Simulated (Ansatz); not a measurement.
**BNH4 (triplet): wave-function methods side by side at distance B1–H4 along a hydrogen transfer = 1.712 Å, cc-pVDZ**

The task here is to estimate one member of a computed series from the others.

Program: Ansatz 0.2.0, Gaussian basis. Level of theory: cc-pVDZ, core rule «outside noble gas», up to 2 orbitals frozen. These are calculated values, not measurements.

Plan: UHF; CCSD(T) on ROHF; CCSD(T) on UHF; BCCD(T) on ROHF; CISD; CCSDT(Q) on ROHF; CCSDT(Q) on UHF; CASSCF and MRCISD+Q, 4 electrons in 4 orbitals; CASSCF and NEVPT2, 4 electrons in 4 orbitals.

7 further runs of the same task are left out: 1 for a mislabelled method, 5 that didn't finish, 1 set aside as unsound or not needed.

**What is computed**

The geometry derives from fragments relaxed apart (PBE0/def2-TZVP) and kept rigid, so it is no stationary point. A hydrogen atom is moved between rigid fragments.

6 atoms, charge 0, spin multiplicity 3.

Atoms are counted from 1 here; the program's logs count them from 0.

Bond lengths: B1–H2 1.193 Å, B1–H3 1.193 Å, H4–N5 1.126 Å, N5–H6 1.040 Å. Angles: H2–B1–H3 120.0°, H4–N5–H6 105.0°.

As a file:

```
atom     x (Å)     y (Å)    z (Å)
  B1  -1.50455   0.03509  0.00000
  H2  -2.10128   1.06866  0.00000
  H3  -2.10128  -0.99849  0.00000
  H4   0.20745   0.03509  0.00000
  N5   1.33345   0.03509  0.00000
  H6   1.60253  -0.96914  0.00000
```

Set-up of the first run:

Input file in.yaml:

```yaml
crystal:
  periodic: [false, false, false]
  atoms:
    - {symbol: B, position_ang: [-1.504549, 0.035086, 0.000000]}
    - {symbol: H, position_ang: [-2.101282, 1.068657, 0.000000]}
    - {symbol: H, position_ang: [-2.101282, -0.998486, 0.000000]}
    - {symbol: H, position_ang: [0.207451, 0.035086, 0.000000]}
    - {symbol: N, position_ang: [1.333451, 0.035086, 0.000000]}
    - {symbol: H, position_ang: [1.602533, -0.969141, 0.000000]}
basis:
  gaussian: {orbitals: cc-pVDZ}
magnetization: {spin_polarized: true, initial_magnetization: 2}
hamiltonian: {xc: hf}
output: {orbitals: {seedname: orbitals}}
```

On the command line:

```sh
ansatz run in.yaml --threads 1 --pin off --events-out ev --progress --plain --max-ram 2393MiB
```

Steps of the session up to this table: UHF; CCSD(T) on ROHF; CCSD(T) on UHF; BCCD(T) on ROHF; CISD; CCSDT(Q) on ROHF; CCSDT(Q) on UHF; CASSCF and MRCISD+Q, 4 electrons in 4 orbitals; CASSCF and NEVPT2, 4 electrons in 4 orbitals.

One of the session's tables, all rows but one given; the rest of the session is left out.

```
       method  from UCCSDT(Q) (kJ/mol)
         ROHF                   +724.5
          UHF                   +697.2
         RMP2                   +121.8
         UMP2                   +123.1
         CISD                    +69.7
        RCCSD                    +17.1
        UCCSD                    +16.6
     RCCSD(T)                     +3.3
     UCCSD(T)                     +3.3
      BCCD(T)                     +3.4
       RCCSDT                     +1.0
       UCCSDT                     +0.9
    RCCSDT(Q)                     +0.1
    UCCSDT(Q)                        0
  CASSCF pair                   +659.3
  NEVPT2 pair                   +118.5
  MRCISD pair                    +60.1
MRCISD+Q pair                        ?
```

**Question.** Estimate the row for MRCISD+Q pair.

**Answer.** from UCCSDT(Q) (kJ/mol): +5.9. In the column «from UCCSDT(Q) (kJ/mol)» it lies between BCCD(T) (+3.4) and UCCSD (+16.6).

Caveats from the session: Restricted and unrestricted rows rest on different reference determinants; where their highest levels disagree by more than a few hundredths of an eV, they describe different states and don't form one ladder.
